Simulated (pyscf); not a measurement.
HO–SiH(OH)–OH + ammonia (NH₃) → H₂N–Si(OH)(OH)–OH + hydrogen (H₂), a four-centre exchange (singlet surface; H–Si, H–N broken, N–Si, H–H formed). Single points on ωB97X-D3(BJ)/def2-SVP structures (PySCF, gas phase). Energies in kJ/mol from the separated reactants.

Small-basis levels: PySCF, no dispersion term, spherical d functions. 

Q: Quick B3LYP/LANL2DZ single points give ΔE‡ = 145.3 kJ/mol and ΔE = -62.0 kJ/mol. What does ωB97M-D3(BJ)/def2-TZVP give, and how far is the quick result from it?

A: ωB97M-D3(BJ)/def2-TZVP gives ΔE‡ = 128.4 kJ/mol and ΔE = -53.2 kJ/mol. B3LYP/LANL2DZ lies 16.9 kJ/mol over it in the barrier and 8.8 kJ/mol under it in the reaction energy, so on this step it does not hold to within 12.6 kJ/mol. ωB97M-D3(BJ)/def2-TZVP has limits of its own. On the reactant side the descent ends in an adduct with a N–Si contact (not fully relaxed), 25.2 kJ/mol under the separated species and 156.1 kJ/mol under the saddle at ωB97X-D3(BJ)/def2-TZVP. What is counted as formed (N–Si) is already present as a longer contact in the reactant adduct; forming that adduct is a step of its own. This is the saddle that the search found; another between the same sides may lie lower.
